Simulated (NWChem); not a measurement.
System: NO anion, triplet

Results from NWChem. Spin-unrestricted. Sets without diffuse functions describe the anion's extra electron poorly. Coordinates come from a B3LYP/def2-SVPD, spin-unrestricted optimisation. No stability test was run on the SCF state. The highest occupied level is positive in some or all of these runs, so the extra electron may be held by the finite basis. The gas-phase anion has a positive highest level at the geometry level, so the gas reference is doubtful. Solvent water, SMD (1 M gas to 1 M solution), gas-phase geometry. Reactions with the solvent are ignored.

Task: Taking B3LYP/def2-TZVPD as the yardstick, which of these has the fewest basis functions while keeping “solvation free energy (kcal/mol)” within 1.0 kcal/mol of it: B3LYP/def2-SVPD; B3LYP/def2-SVP; B3LYP/def2-TZVPP; B3LYP/STO-3G; B3LYP/def2-TZVP?

Result: B3LYP/def2-SVPD (a larger set in the list lies outside the tolerance).
| level | basis functions | solvation free energy (kcal/mol) |
|---|---|---|
| B3LYP/STO-3G | 10 | -79.5 |
| B3LYP/def2-SVP | 28 | -79.1 |
| B3LYP/def2-SVPD | 43 | -76.8 |
| B3LYP/def2-TZVP | 62 | -77.4 |
| B3LYP/def2-TZVPP | 62 | -77.4 |
| B3LYP/def2-TZVPD | 77 | -76.0 |

The yardstick is one finite set, not the basis-set limit.
